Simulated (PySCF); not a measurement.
Gas-phase reaction: 3 CH3 = C3H6 (cyclic) + 3 H. Level: PBE0/def2-QZVP†; standard pressure 1 bar.

Method: PySCF energies plus ideal-gas RRHO corrections (1 bar). † marks an energy on the PBE0/def2-TZVP geometry and frequencies. Open shells (unrestricted): CH3 (multiplicity 2), H (multiplicity 2); the rest are closed-shell singlets. The harmonic model lacks anharmonicity and excited electronic states, which grow with temperature; levels with a mode under 35 cm⁻¹ are left out.

```
T (K)  1000/T (1/K)  log10 K
-----  ------------  -------
1000         1.0000   -12.97
1200         0.8333   -10.60
1400         0.7143    -8.87
1600         0.6250        ?
1800         0.5556    -6.49
2000         0.5000    -5.63
```

Question: Fit log10 K = a + b·(1000/T) to the five rows, get the mean ΔH° and ΔS°, and predict log10 K at 1600 K.

Answer: Means: 1000/T = 0.7206, log10 K = -8.912. Sums of products about the means: Sxy = -2.44795, Sxx = 0.166695, so b = Sxy/Sxx = -14.69 and a = -8.912 − (-14.69)×0.7206 = 1.67.
ΔH° = −R ln 10 × 1000 K × b = −19.145 × (-14.69) = 281 kJ; ΔS° = R ln 10 × a = 32 J/K. The run's own values go from 269 kJ and 20 J/K at 1000 K to 299 kJ and 42 J/K at 2000 K.
Prediction at 1600 K: 1.67 + (-14.69)×0.6250 = -7.51. The computed value is -7.55, 0.04 from the line.
For scale, ΔH°(298 K) is 253 kJ at this level, 253 kJ at ωB97M-V/def2-TZVP†, and runs from 137 to 323 kJ over the 20 levels computed; the NASA 1993 table gives 267 kJ (entries not checked at source).
